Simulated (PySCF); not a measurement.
# Atomic charges by several schemes

Compound: C₄H₄P (charge -1).
Z-matrix (Å and degrees, GFN2-xTB geometry), rows numbered from 1:
```
C 
C   1  1.3979
C   2  1.3776  1  112.50
P   3  1.7448  2  112.83  1    -0.02
C   1  1.3775  2  112.51  3    -0.01
H   1  1.0864  2  123.86  3  -179.96
H   2  1.0865  1  123.88  3   179.99
H   3  1.0835  2  124.72  1   179.98
H   5  1.0833  1  124.70  2  -179.99
```

Density: PBE0/pcSseg-1 (PySCF); schemes: Mulliken, IAO, Hirshfeld and ESP-fitted. Geometry: GFN2-xTB; no solvent, vibrations or thermal averaging. The pcSseg-1 basis has no diffuse functions, a weakness for an anion.

**Question.** Atoms with like bonding are taken together and averaged. At which atom do the 4 schemes differ most?

**Answer.** At P4: from -0.501 (ESP-fitted) to +0.046 e (Mulliken), 0.547 e apart.

**Question.** For which atoms does the sign change between the 4 schemes (beyond +0.03 e in one, beyond −0.03 e in another)?

**Answer.** P4.

**Question.** Do the Mulliken, IAO, Hirshfeld and ESP-fitted schemes agree on where the charge is highest?

**Answer.** The schemes don't all agree: Mulliken P4 (+0.046); IAO H8/H9 (+0.107); Hirshfeld H6/H7 (-0.005); ESP-fitted H8/H9 (+0.097).

**Question.** Give the atomic charges in each scheme.

**Answer.** In e; atoms taken as equivalent share a row and are averaged (×n: the atom named and its like, n in all):

```csv
atom,environment,Mulliken,IAO,Hirshfeld,ESP-fitted
C1/C2,aromatic CH carbon,-0.138,-0.248,-0.154,-0.274
C3/C5,aromatic CH carbon,-0.428,-0.458,-0.209,-0.167
P4,phosphorus bonded to 2 C,+0.046,+0.004,-0.246,-0.501
H6/H7,aromatic hydrogen,+0.006,+0.097,-0.005,+0.094
H8/H9,aromatic hydrogen,+0.036,+0.107,-0.010,+0.097
```

Mean size of the charges over all atoms: IAO 0.203 e, ESP-fitted 0.196 e, Mulliken 0.140 e, Hirshfeld 0.111 e. Each set sums to the total charge, -1, to within 0.001 e. The ESP scheme is a least-squares fit of atom-centred charges to the potential on four shells outside the van der Waals surface, with the total charge fixed.

Some averages cover members that differ in this geometry: C1/C2, ESP-fitted -0.291 to -0.257 e.

**Question.** Sum the charges by element, for elements with more than one atom.

**Answer.** 
| element | atoms | Mulliken | IAO | Hirshfeld | ESP-fitted |
| --- | --- | --- | --- | --- | --- |
| C | 4 | -1.131 | -1.412 | -0.724 | -0.883 |
| H | 4 | +0.085 | +0.408 | -0.029 | +0.383 |

**Question.** How closely do the schemes follow one another over all atoms?

**Answer.** Correlation coefficient and root-mean-square difference: Mulliken with IAO 0.95, 0.078 e; Hirshfeld with ESP-fitted 0.91, 0.125 e; IAO with Hirshfeld 0.76, 0.168 e; Mulliken with Hirshfeld 0.62, 0.144 e; IAO with ESP-fitted 0.50, 0.218 e; Mulliken with ESP-fitted 0.27, 0.235 e.

**Question.** How many electrons does the IAO scheme count on C1?

**Answer.** Its own charge is -0.248 e, so Z − q = 6.248.
